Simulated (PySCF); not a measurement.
ClSiN + HF → FSiN + HCl

Level: PBE0 in the def2-TZVP basis family, all electrons, no relativity, computed in PySCF with density fitting; open shells unrestricted.

```tsv
species	state and structure	E (Eh)	ZPE (kJ/mol)	H(298 K) − H(0) (kJ/mol)	S° (J/(mol K))
ClSiN	singlet, C∞v, Si–Cl 2.009 Å, Si–N 1.558 Å; Cl–Si–N 180.0°	-804.06637	12.2	12.9	261.3
HF	singlet, C∞v, H–F 0.920 Å	-100.39188	24.9	8.7	173.6
FSiN	singlet, C∞v, Si–F 1.576 Å, Si–N 1.557 Å; F–Si–N 180.0°	-443.79708	14.4	12.4	250.4
HCl	singlet, C∞v, H–Cl 1.279 Å	-460.66440	17.9	8.7	186.6
```

Task: What is the electronic reaction energy?

Result: At PBE0/def2-TZVP, ΔE = -8.5 kJ/mol from the differences of the total energies times 2625.5, downhill. Ligand exchange with HF takes part in thermal etching.

Task: Add zero-point, thermal and entropy terms for 298.15 K and 1 bar.

Result: ΔZPE = -4.8 and Δ[H(298) − H(0)] = -0.5 kJ/mol give ΔH° = -13.8 kJ/mol. ΔS° = 2.1 J/(mol K), so ΔG° = -13.8 − 298.15 × (0.0021) = -14 kJ/mol and log₁₀K = 2.5.

The structures come from searches over a few start shapes, so lower isomers are not excluded.
